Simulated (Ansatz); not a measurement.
## How the lattice constant a of Al (model structure, started from the diamond type, Fd-3m, No. 227, 2 atoms in the cell) moves with the method

No measured value is used here.

| level (code) | value (Å) |
|---|---|
| PBE (Ansatz) | 6.050 |
| PBEsol (Ansatz) | 5.997 |
| PBE-D3(BJ) (Ansatz) | 5.981 |
| r²SCAN (Ansatz) | ___ |

Q: Some entries are withheld; supply them.

A: 
- r²SCAN (Ansatz, a first-principles code), value (Å): 6.029

Ansatz's density-functional and Hartree–Fock values are scalar-relativistic unless marked +SOC, with PAW data made under PBE.

A model structure was made by putting elements into a prototype or built by hand; it is no filed structure, need not be a known phase, and can be a saddle point held by its symmetry.
